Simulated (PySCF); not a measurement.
Estimate the missing entries of this data sheet.

2-butynal, C4H4O.
InChI=1S/C4H4O/c1-2-3-4-5/h4H,1H3

| property | level | value |
| --- | --- | --- |
| rotational constants A, B, C | PBE0-D3(BJ)/def2-SVP | 43.493, 2.107, 2.035 GHz |
| dipole moment | PBE0/def2-SVPD | ? |
| HOMO energy | PBE0/def2-SVPD | ? |
| LUMO energy | PBE0/def2-SVPD | ? |
| lowest singlet excitation | TDDFT PBE0/def2-SVPD | 3.84 eV (323 nm, f = 0.000) |
| strongest line among the 10 lowest singlet transitions | TDDFT PBE0/def2-SVPD | S9 at 8.12 eV (153 nm, f = 0.563) |
| lowest triplet excitation (Tamm–Dancoff) | TDA PBE0/def2-SVPD | 3.22 eV |
| static isotropic polarisability | PBE0/def2-SVPD | 53.7 au |
| vertical ionisation energy | ΔSCF PBE0/def2-SVPD | 10.09 eV |
| electronic spatial extent ⟨r²⟩ about the centre of nuclear charge | PBE0/def2-SVPD | ? |
| 13C chemical shifts (computed TMS as zero) by class | GIAO CAM-B3LYP/pcSseg-2 | 188.4 (1 C), 103.1 (1 C), 87.1 (1 C), 3.4 (1 C) ppm |
| 1H chemical shifts (computed TMS as zero) by class | GIAO CAM-B3LYP/pcSseg-2 | ? |
| isotropic shieldings of nuclei other than C and H, by class | GIAO CAM-B3LYP/pcSseg-2 | -397 (1 O) ppm |
| largest of the computed one-bond spin–spin couplings (means over like bonds) | B3LYP/pcJ-1 | ? |

The electronic properties come from PySCF, for the isolated species, density fitting. Geometry: PBE0-D3(BJ)/def2-SVP; no solvent, vibrations or thermal averaging.

Problem. What is the LUMO energy?

Solution. -1.88 eV.

Problem. The dipole moment?

Solution. 4.11 D.

Problem. What is the electronic spatial extent ⟨r²⟩ about the centre of nuclear charge?

Solution. 573 bohr².

Problem. What are the 1H chemical shifts (computed TMS as zero) by class?

Solution. 9.32 (1 H), 2.04 (3 H) ppm.

Problem. What are the largest of the computed one-bond spin–spin couplings (means over like bonds)?

Solution. 13C–13C +201.8, 13C–1H +194.5, 13C–1H +139.7 (×3), 13C–13C +98.3, 13C–13C +75.2, 17O–13C +30.0 Hz.

Problem. What is the HOMO energy?

Solution. -7.92 eV.

The polarisability is 7.96 Å³ as a volume (1 au = 0.148185 Å³), or 1.49 au for each of the 36 electrons. The dipole matches unit charges of opposite sign 0.86 Å apart (1 e·Å = 4.8032 D). No computed singlet falls in the visible range (750 to 380 nm, 1.65 to 3.26 eV); S1 lies 0.58 eV above its blue end. The ΔSCF ionisation energy exceeds −ε(HOMO) by 2.17 eV with PBE0.

For the spin–spin coupling job (B3LYP/pcJ-1), on one thread of an Arm Neoverse N1, no GPU, shared host, this took 35 s and 0.74 GiB of memory at its peak.
